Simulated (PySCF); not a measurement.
## Working with the constants of BCl

RHF-CCSD(T) constants of BCl, ¹Σ⁺ (singlet), closed shell (PySCF, no relativity, basis sets B def2-TZVPPD, Cl def2-TZVPPD; masses 11.0093 and 34.9689 u):

| Item | Value |
| --- | --- |
| ωe | 835.9 cm⁻¹ |
| ωexe | 5.4 cm⁻¹ |
| Be | 0.67556 cm⁻¹ |
| αe | 0.00669 cm⁻¹ |
| De to B + Cl | 5.16 eV |

(1) What force constant and bond length do these constants imply?

(2) Estimate the centrifugal constant D from the Kratzer relation and find the Dunham coefficient a1.

Correlated steps freeze 6 core orbitals. Where the molecule has an RHF reference, its open-shell atoms are computed with UHF.

## Answers

(1) Reduced mass μred = 8.3732 u; k = 5.8918×10⁻⁷·μred·ωe² (u, cm⁻¹, mdyn/Å) = 3.45 mdyn/Å; Re = √(16.8576/(μred·Be)) (u, cm⁻¹, Å) = 1.726 Å.

(2) D = 4Be³/ωe² = 1.76e-06 cm⁻¹; a1 = −1 − αeωe/(6Be²) = -3.04.
